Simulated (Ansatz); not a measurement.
# CH₃N (quintet): the correlation ladder, cc-pVDZ

Aim: climb from Hartree-Fock through coupled cluster and multireference methods for CH₃N (quintet) at one geometry and basis, and see what each rung misses.

Method: cc-pVDZ, core rule «outside noble gas», up to 2 orbitals frozen; program: Ansatz 0.2.0, Gaussian basis.

To be run: UHF; CCSD(T) on ROHF; CCSD(T) on UHF; BCCD(T) on ROHF; CISD as a restricted active space (open shells left free, so some higher excitations enter); CCSDT(Q) on ROHF; CCSDT(Q) on UHF; CASSCF and MRCISD+Q, 12 electrons in 11 orbitals; CASSCF and NEVPT2, 12 electrons in 11 orbitals.

22 further runs of the same task are left out: 10 that didn't finish, 12 set aside as unsound or not needed. Runs told in other sessions of the task aren't counted.

### Step 1. The geometry

The geometry is a PBE0/def2-TZVP stationary point (not a proven minimum) of the parent state, kept for this charge and spin.

5 atoms, charge 0, spin multiplicity 5.

Atoms are counted from 1 here; the program's logs count them from 0.

Bond lengths: N1–C2 1.403 Å, C2–H3 1.101 Å, C2–H4 1.101 Å, C2–H5 1.101 Å. Angles: N1–C2–H3 110.9°, N1–C2–H4 110.9°, N1–C2–H5 110.9°, H3–C2–H4 108.0°, H3–C2–H5 108.0°, H4–C2–H5 108.0°.

### Step 2. UHF

Input file in.yaml:

```yaml
crystal:
  periodic: [false, false, false]
  atoms:
    - {symbol: N, position_ang: [-0.767330, 0.007230, 0.007201]}
    - {symbol: C, position_ang: [0.635942, -0.005992, -0.005968]}
    - {symbol: H, position_ang: [1.018747, -1.037854, -0.004565]}
    - {symbol: H, position_ang: [1.041604, 0.508718, 0.878222]}
    - {symbol: H, position_ang: [1.024810, 0.500066, -0.902610]}
basis:
  gaussian: {orbitals: cc-pVDZ}
magnetization: {spin_polarized: true, initial_magnetization: 4}
hamiltonian: {xc: hf}
output: {orbitals: {seedname: orbitals}}
```

Run with:

```
$ ansatz run in.yaml --threads 1 --pin off --events-out ev --progress --plain --max-ram 2393MiB
```

The runs that follow: CCSD(T) on ROHF; CCSD(T) on UHF; BCCD(T) on ROHF; CISD as a restricted active space (open shells left free, so some higher excitations enter); CCSDT(Q) on ROHF; CCSDT(Q) on UHF; CASSCF and MRCISD+Q, 12 electrons in 11 orbitals; CASSCF and NEVPT2, 12 electrons in 11 orbitals.

Q: Predict the results of all the runs planned. Wanted: UCCSDT(Q) from the RHF energy; RMP2 from UCCSDT(Q); UMP2 from UCCSDT(Q); RCCSD from UCCSDT(Q); RCCSD(T) from UCCSDT(Q); UCCSD(T) from UCCSDT(Q); RCCSDT(Q) from UCCSDT(Q); NEVPT2 valence from UCCSDT(Q); MRCISD+Q valence from UCCSDT(Q).

As calculated:

| quantity | value |
| --- | --- |
| UCCSDT(Q) from the ROHF energy | -7.7403 eV |
| RMP2 from UCCSDT(Q) | +30.21 kcal/mol |
| UMP2 from UCCSDT(Q) | +29.19 kcal/mol |
| RCCSD from UCCSDT(Q) | +6.86 kcal/mol |
| RCCSD(T) from UCCSDT(Q) | +1.34 kcal/mol |
| UCCSD(T) from UCCSDT(Q) | +1.34 kcal/mol |
| RCCSDT(Q) from UCCSDT(Q) | +0.08 kcal/mol |
| NEVPT2 valence from UCCSDT(Q) | +27.09 kcal/mol |
| MRCISD+Q valence from UCCSDT(Q) | +2.09 kcal/mol |
| levels within 1 kcal/mol (43 meV) | RCCSDT, UCCSDT, RCCSDT(Q) |
| T1 diagnostic | 0.037 |
| effectively unpaired electrons | 4.01 |

What this shows: RCCSD(T) lands +1.34 kcal/mol from the yardstick (0.7 % of the correlation energy). One determinant dominates. Of the multireference levels listed MRCISD+Q valence comes nearest in total energy (+2.09 kcal/mol), which doesn't show that its space is the better one. These misses are within one basis, not against nature; the frozen cores of restricted and unrestricted runs differ, which can shift their rows.

With open shells the CI space here admits some higher excitations, so it is larger than plain CISD.
